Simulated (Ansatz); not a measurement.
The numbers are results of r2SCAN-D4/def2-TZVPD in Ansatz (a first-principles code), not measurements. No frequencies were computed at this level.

Ansatz 0.2 input:
```yaml
crystal:
  periodic: [false, false, false]
  atoms:
    - { symbol: C, position_ang: [-0.570493, 0.045375, 0.035483] }
    - { symbol: N, position_ang: [0.819188, -0.042431, -0.378108] }
    - { symbol: H, position_ang: [-0.977874, 0.992725, -0.315843] }
    - { symbol: H, position_ang: [-1.125189, -0.764018, -0.437863] }
    - { symbol: H, position_ang: [-0.726307, -0.017049, 1.122316] }
    - { symbol: H, position_ang: [1.222093, -0.921124, -0.069519] }
    - { symbol: H, position_ang: [1.358582, 0.706522, 0.043535] }
basis:
  gaussian: { orbitals: def2-tzvpd }
hamiltonian:
  xc: r2scan
  dispersion: d4
relax:
  max_steps: 150
```

Output:

```
Functional definition: r2SCAN
608 factors; their error is unknown
mean field evaluation 1: about -2599.3684 eV, gradient 6.3e1 eV
mean field evaluation 2: about -2586.5188 eV, gradient 9.5e1 eV
mean field evaluation 4: about -2607.7217 eV, gradient 5.7e0 eV
mean field evaluation 8: about -2607.7915 eV, gradient 2.4e-2 eV
mean field evaluation 16: about -2607.7652 eV, gradient 6.6e-5 eV
mean field -2607.76522779 eV, -95.8336045147 hartree, gradient 6.6e-5 eV, S^2 0.000000; 0 other end points of the search recorded, 0 dependent functions left out
reference -2607.76523832 eV, -95.8336049016 hartree; 9, 9 occupied and 110, 110 virtual orbitals, 608 factors
relax step   1: F+E_penalty+E_count = -2607.77874448 eV  Δ(F+E_penalty+E_count) = +0.000e0 eV  max|allowed force component| = 2.714e-1 eV/Å  Δτ_max = 0.0000 Å  (28 SCF iters, accepted)
these checks for a lower state are left out or cut short: starts, cluster_reference, orbital_swaps, neighbouring_geometries, increment
608 factors; their error is unknown
mean field -2607.77031914 eV, -95.8337916183 hartree, gradient 1.3e-5 eV, S^2 0.000000; 0 other end points of the search recorded, 0 dependent functions left out
reference -2607.77032967 eV, -95.8337920053 hartree; 9, 9 occupied and 110, 110 virtual orbitals, 608 factors
relax step   2: F+E_penalty+E_count = -2607.78383831 eV  Δ(F+E_penalty+E_count) = -5.094e-3 eV  max|allowed force component| = 7.161e-2 eV/Å  Δτ_max = 0.0127 Å  (32 SCF iters, accepted)
these checks for a lower state are left out or cut short: starts, cluster_reference, orbital_swaps, neighbouring_geometries, increment
608 factors; their error is unknown
mean field evaluation 32: about -2607.7707 eV, gradient 1.3e-5 eV
mean field -2607.77066850 eV, -95.8338044571 hartree, gradient 1.3e-5 eV, S^2 0.000000; 0 other end points of the search recorded, 0 dependent functions left out
reference -2607.77067904 eV, -95.8338048442 hartree; 9, 9 occupied and 110, 110 virtual orbitals, 608 factors
relax step   3: F+E_penalty+E_count = -2607.78418822 eV  Δ(F+E_penalty+E_count) = -3.499e-4 eV  max|allowed force component| = 3.776e-2 eV/Å  Δτ_max = 0.0031 Å  (32 SCF iters, accepted)
these checks for a lower state are left out or cut short: starts, cluster_reference, orbital_swaps, neighbouring_geometries, increment
608 factors; their error is unknown
mean field -2607.77073786 eV, -95.8338070057 hartree, gradient 1.3e-5 eV, S^2 0.000000; 0 other end points of the search recorded, 0 dependent functions left out
reference -2607.77074839 eV, -95.8338073928 hartree; 9, 9 occupied and 110, 110 virtual orbitals, 608 factors
relax step   4: F+E_penalty+E_count = -2607.78425758 eV  Δ(F+E_penalty+E_count) = -6.937e-5 eV  max|allowed force component| = 8.415e-3 eV/Å  Δτ_max = 0.0026 Å  (33 SCF iters, accepted)
608 factors; their error is unknown
mean field evaluation 64: about -2607.7707 eV, gradient 7.0e-5 eV
mean field -2607.77073786 eV, -95.8338070057 hartree, gradient 1.3e-5 eV, S^2 0.000000; 1 other end points of the search recorded, 0 dependent functions left out
reference -2607.77074839 eV, -95.8338073928 hartree; 9, 9 occupied and 110, 110 virtual orbitals, 608 factors
Total energy: -2607.78426812 eV, -95.8343042337 hartree
Atom 0 at    -0.569399     0.045203     0.036634 Å, force    -0.004872     0.000300     0.001569 eV/Å
Atom 1 at     0.827650    -0.042631    -0.385440 Å, force     0.008415    -0.001066     0.005195 eV/Å
Atom 2 at    -0.991340     0.989104    -0.314904 Å, force     0.000037    -0.000737    -0.000245 eV/Å
Atom 3 at    -1.137879    -0.758378    -0.436280 Å, force     0.000161     0.000747    -0.000142 eV/Å
Atom 4 at    -0.735887    -0.016240     1.122238 Å, force     0.002290    -0.000068    -0.001783 eV/Å
Atom 5 at     1.235794    -0.915071    -0.067145 Å, force    -0.002593     0.005451    -0.001947 eV/Å
Atom 6 at     1.371062     0.698014     0.044898 Å, force    -0.003438    -0.004626    -0.002647 eV/Å
Dipole moment:     0.006166    -0.019275     0.270055 e Å
```

Cost: about 10 core-seconds (a rough figure).
